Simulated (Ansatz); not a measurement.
Equilibrium volume per atom (Å³/atom) along a series of related solids, from RPBE (plane waves, PAW; Ansatz, an electronic-structure program); PBE-D4 in Ansatz (PAW).

| solid | RPBE | PBE-D4 | measured |
|---|---|---|---|
| hcp Y | 34.13 | 31.95 | 32.95¶ |
| hcp Zr | 23.96 | 23.04 | 23.18¶ |
| hcp Tc | 14.63 | 14.14 | – |
| hcp Ru | 13.97 | 13.52 | 13.45¶ |
| hcp Cd | 24.37 | 21.55 | 21.01¶ |

PBE-D4 less measured, from the printed values: hcp Y -3.0 %, hcp Zr -0.6 %, hcp Ru +0.5 %, hcp Cd +2.6 %.

A member of the series is missing where a level wasn't run or failed, where a doubt is noted on the run or the magnetic state, for phases of high temperature or layered ones, and where values are held back for tests.

Ansatz's runs of these crystals have no spin polarisation.

A dash: no measured value is used.

Caveats: the cell is over a tenth larger than the published one: the level's own overestimate first of all, though another phase or state, or a fault of the published cell, is possible (RPBE: hcp Cd). Ansatz's density-functional and Hartree–Fock values are scalar-relativistic unless marked +SOC, with PAW data made under PBE.

Measured values are for low temperature or corrected to a static lattice. References as tabulated in Lejaeghere et al. (2013), arXiv:1204.2733.

¶ marks references of a special kind: hcp Y, 32.95 Å³/atom (measured, copied from a table, unchecked, extrapolated to 0 K and zero-point effects removed; as tabulated in Lejaeghere et al. (2013), arXiv:1204.2733); hcp Zr, 23.18 Å³/atom (measured, copied from a table, unchecked, extrapolated to 0 K and zero-point effects removed; as tabulated in Lejaeghere et al. (2013), arXiv:1204.2733); hcp Ru, 13.45 Å³/atom (measured, copied from a table, unchecked, extrapolated to 0 K and zero-point effects removed; as tabulated in Lejaeghere et al. (2013), arXiv:1204.2733); hcp Cd, 21.01 Å³/atom (measured, copied from a table, unchecked, extrapolated to 0 K and zero-point effects removed; as tabulated in Lejaeghere et al. (2013), arXiv:1204.2733).
